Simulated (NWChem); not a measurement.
pyrrole (C4H5N); SMILES c1ccc[nH]1

```xyz
10

C      0.0000     0.7108    -0.9829
C      0.0000    -0.7108    -0.9829
C      0.0000    -1.1192     0.3342
N      0.0000     0.0000     1.1172
C      0.0000     1.1192     0.3342
H      0.0000     1.3653    -1.8525
H      0.0000    -1.3653    -1.8525
H      0.0000    -2.1156     0.7708
H      0.0000     0.0000     2.1269
H      0.0000     2.1156     0.7708
```
Atoms are numbered in this order, from 1.

All runs use the structure optimised with PBE0/def2-SVP.

Symmetry labels are those of C2v in the frame above (b1 and b2, or b-type labels, depend on it).

Q: List the 4 lowest vertical singlet excitations from PBE/6-31G* (spherical d), TDA (NWChem).

A: 
```json
[
 {"state": "S1", "energy (eV)": "6.13", "oscillator strength": "0.000", "symmetry": "a2", "leading excitation (squared amplitude)": "HOMO → LUMO+1 (1.00)"},
 {"state": "S2", "energy (eV)": "6.61", "oscillator strength": "0.002", "symmetry": "a1", "leading excitation (squared amplitude)": "HOMO−1 → LUMO (0.53)"},
 {"state": "S3", "energy (eV)": "6.99", "oscillator strength": "0.001", "symmetry": "b1", "leading excitation (squared amplitude)": "HOMO−1 → LUMO+1 (1.00)"},
 {"state": "S4", "energy (eV)": "7.19", "oscillator strength": "0.185", "symmetry": "b2", "leading excitation (squared amplitude)": "HOMO → LUMO (0.88)"}
]
```
